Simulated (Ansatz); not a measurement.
`F[SiH2][SiH3]` + H₂ → `F[SiH3]` + SiH₄  (hydrogenolysis of the Si–Si bond)

Computed with Ansatz on PBE0-D4/def2-TZVP structures; ΔE is electronic, products minus reactants. CBS: MP2 limit from def2 TZ/QZ plus the TZ coupled-cluster correction, frozen cores. This one scheme is used for every species. DFT in def2-TZVPP.

CCSD(T)/CBS gives -6.5 kcal/mol.

Q: Another level gave -5.6 kcal/mol. Which?
A. B97M-V/def2-TZVPP
B. PBE-QIDH/def2-TZVPP
C. revPBE-D4/def2-TZVPP
D. SCS-MP2/def2-TZVPP

A: A. B97M-V -5.6, SCS-MP2/def2-TZVPP -9.3, PBE-QIDH -6.7, revPBE-D4 -2.3 kcal/mol.

Largest T1 diagnostic among the species: 0.012.

At CCSD(T), def2-SVP lies −3.7 kcal/mol from the extrapolated value and def2-TZVPP −1.0 kcal/mol. From PBE to PBE0 (25 % exact exchange), in def2-TZVPP and without D4, ΔE moves by −1.6 kcal/mol. Leaving LDA and LC-ωPBE aside and taking each functional with its dispersion term where it has one, the values, not all of them listed here, spread over 6.0 kcal/mol, from BHLYP-D4 to revPBE-D4.
